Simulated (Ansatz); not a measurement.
Process, species as SMILES: FC=[CH] → 2 C atom + F atom + 2 H atom
B3LYP-D3(BJ)/def2-TZVP geometries, fixed; electronic energies without zero-point terms.
Largest species:
```xyz
5

C      0.0300     0.3889     0.0008
C      1.2398    -0.0873    -0.0066
F     -1.0719    -0.3912     0.0045
H     -0.2254     1.4461     0.0047
H      2.2534     0.2654    -0.0109
```
Charge 0, spin multiplicity 2.

How fast the atomisation energy converges with the basis for several methods (Ansatz, an electronic-structure program): deviation from each method's own reference, in kcal/mol. References: B2PLYP 451.96 kcal/mol, the value in aug-pcseg-3; B3LYP 452.72 kcal/mol, the value in aug-pcseg-3; CCSD(T) 449.21 kcal/mol, Hartree-Fock in cc-pVQZ plus the correlation part extrapolated as X^-3 from cc-pVTZ and cc-pVQZ; HF 325.44 kcal/mol, the value in aug-pcseg-3; MP2 456.20 kcal/mol, Hartree-Fock in aug-cc-pVQZ plus the correlation part extrapolated as X^-3 from aug-cc-pVTZ and aug-cc-pVQZ; PBE 472.31 kcal/mol, the value in aug-pcseg-3. Cartesian d functions, on some or all atoms, in 6-31G*, 6-31+G*; all else is spherical. In correlated methods cores are frozen. An unrestricted Hartree-Fock determinant is markedly spin-contaminated. Open shells are unrestricted. No added dispersion term, no relativity. 

```tsv
basis	functions	B2PLYP	B3LYP	CCSD(T)	HF	MP2	PBE
6-31G*	49	-12.85	-2.08	-35.41	-5.51	___	0.31
6-31+G*	61	-16.17	-7.46	-37.02	-7.29	___	-6.49
6-311+G**	78	-12.49	-5.97	-29.04	-6.54	___	-5.01
aug-cc-pVDZ	87	-15.75	-9.20	-33.37	-9.27	___	-7.98
aug-pcseg-1	87	-10.62	-5.59	-24.66	-2.31	___	-4.72
def2-TZVP	105	-5.05	-1.47	-15.06	-2.31	___	-0.81
cc-pVTZ	118	-3.84	-0.79	-12.32	-2.24	___	0.06
jun-cc-pV(T+d)Z	145	-3.63	-1.21	-11.33	-1.87	___	-0.89
6-311++G(3df,3pd)	153	-1.39	0.55	-7.88	0.14	___	0.89
aug-pcseg-2	184	-1.68	-0.02	-7.50	0.03	___	0.12
cc-pVQZ	225	-0.98	0.07	-4.78	-1.25	___	0.61
def2-QZVPP	231	-1.13	-0.50	-4.58	-1.12	___	-0.40
```

Task: Fill in the missing entries.

Result: 
- 6-31G*, MP2: -38.37
- 6-31+G*, MP2: -39.04
- 6-311+G**, MP2: -30.59
- aug-cc-pVDZ, MP2: -32.45
- aug-pcseg-1, MP2: -24.83
- def2-TZVP, MP2: -15.80
- cc-pVTZ, MP2: -13.00
- jun-cc-pV(T+d)Z, MP2: -11.74
- 6-311++G(3df,3pd), MP2: -8.06
- aug-pcseg-2, MP2: -7.98
- cc-pVQZ, MP2: -5.41
- def2-QZVPP, MP2: -5.16

Mean absolute deviation over 6-311+G**, def2-TZVP, cc-pVTZ, jun-cc-pV(T+d)Z, 6-311++G(3df,3pd), aug-pcseg-2: PBE 1.30, B3LYP 1.67, HF 2.19, B2PLYP 4.68, CCSD(T) 13.86, MP2 14.53 kcal/mol.
